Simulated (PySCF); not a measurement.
Numbering as in the mapped SMILES `[CH3:1][CH:2]([CH3:3])[CH2:4][SH:5]`; H(Xn) means a hydrogen on atom n.

Geometry: GFN2-xTB; GIAO shifts from PySCF 2.14.0 with density-fitted response routines, gas phase, non-relativistic, averaged over equivalent atoms.

At mPW1PW91/ANO-RCC-VDZP (124 basis functions, 20 s wall time on 1 thread of an Intel Xeon 6975P-C, shared host):
```json
{"atoms": "C4", "δ (ppm)": "40.1"}
{"atoms": "C2", "δ (ppm)": "38.9"}
{"atoms": "C1/C3", "δ (ppm)": "21.8"}
{"atoms": "H(C4)", "δ (ppm)": "2.37"}
{"atoms": "H(C2)", "δ (ppm)": "1.35"}
{"atoms": "H(C1)/H(C3)", "δ (ppm)": "1.07"}
{"atoms": "H(S5)", "δ (ppm)": "1.01"}
```

Chemical shifts δ = σref − σ; TMS for $^{13}$C (189.81 ppm), $^{1}$H (31.81 ppm), all at this level.

Question: Estimate the result of repeating the calculation with PBE0/pcSseg-1.

Answer: 
```
      atoms  δ at PBE0/pcSseg-1  change
         C4                40.2    +0.1
         C2                38.7    -0.2
      C1/C3                23.4    +1.6
      H(C4)                2.23   -0.14
      H(C2)                1.10   -0.25
H(C1)/H(C3)                1.12   +0.05
      H(S5)                1.17   +0.16
```

Scale: TMS for $^{13}$C (186.93 ppm) and $^{1}$H (31.72 ppm) (reference shieldings calculated alike).

The largest change is at C1/C3 (methyl carbon). Cost: 142 basis functions, 22 s wall time on 1 thread of an Arm Neoverse N1, shared host. The order of the carbon signals is the same at both levels.
